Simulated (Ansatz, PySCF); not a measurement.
This Ansatz (a first-principles code) input computes a PBE/def2-TZVPD energy:

Ansatz 0.2 input:
```yaml
crystal:
  periodic: [false, false, false]
  atoms:
    - {symbol: C, position_ang: [0.00010828, -0.00148279, -0.32151983]}
    - {symbol: C, position_ang: [-0.00039060, 0.00534905, 1.15985624]}
    - {symbol: F, position_ang: [-0.00863346, 1.24906228, -0.79005262]}
    - {symbol: F, position_ang: [1.08957641, -0.62224940, -0.78105262]}
    - {symbol: F, position_ang: [-1.08015060, -0.63766366, -0.78171222]}
    - {symbol: N, position_ang: [-0.00077674, 0.01063706, 2.30647695]}
basis:
  gaussian:
    orbitals: def2-TZVPD
hamiltonian:
  xc: {name: PBE}
output: {forces: true}
```

Problem. Write an input for the same energy in PySCF and say what it gives.

Solution. 
```python
from pyscf import gto, scf, dft

mol = gto.M(
    atom='''
    C     0.00010828   -0.00148279   -0.32151983
    C    -0.00039060    0.00534905    1.15985624
    F    -0.00863346    1.24906228   -0.79005262
    F     1.08957641   -0.62224940   -0.78105262
    F    -1.08015060   -0.63766366   -0.78171222
    N    -0.00077674    0.01063706    2.30647695
    ''',
    basis='def2-tzvpd',
    charge=0,
    spin=0,
    verbose=4,
)

mf = dft.RKS(mol, xc='pbe').density_fit(auxbasis='def2-universal-jkfit')
mf.grids.level = 3
mf.conv_tol = 1e-9
mf.max_cycle = 100
mf.max_memory = 1500
mf.kernel()
if not mf.converged:
    mf = mf.newton()
    mf.kernel(mf.make_rdm1())
mf.analyze()
```
It gives -430.22005 Eh, and Ansatz -430.21998 Eh, a difference of 0.07 mEh, from the treatment of integrals and grids.
